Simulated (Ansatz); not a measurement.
`FC#CF`, charge 0, multiplicity 1.

Q: Give a relaxed structure at PBE0-D4/def2-TZVP (the Gaussian-basis code of Ansatz). (An estimate is asked.)

A: Computed: 
Cartesian coordinates in Å:
```
F -0.7377 0.9790 1.4114
C -0.2336 0.3100 0.4469
C 0.2336 -0.3100 -0.4469
F 0.7377 -0.9790 -1.4114
```
Point group D∞h.
